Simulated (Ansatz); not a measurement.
Basis-set extrapolation for `N#CC(F)F` (PBE0-D4/def2-TZVP geometry, frozen core, Ansatz). Multiplicity 1, RHF reference.

|  | def2-TZVPP | def2-QZVPP |
| --- | --- | --- |
| HF | -329.755630 | -329.769322 |
| MP2 correlation | -0.988432 | -1.069241 |
| CCSD(T) correlation | -1.033974 | not run |

Energies in hartree. Use E(X) = E(∞) + A·exp(−7.88·√X) for Hartree–Fock and E(X) = E(∞) + B·X^(−2.97) for correlation, with X = 3 and 4, and add CCSD(T) minus MP2 of the smaller set to the MP2 limit.

Question: What is the CCSD(T) energy at the basis-set limit?

Answer: HF limit: -329.769322 + (-0.013692) × 0.13774 = -329.77121. MP2 limit: -1.069241 + (-0.080809) × 0.74074 = -1.12910. Higher-order term: -1.033974 − (-0.988432) = -0.04554. Total: -330.94585 hartree, 4.25 eV below CCSD(T)/def2-TZVPP.
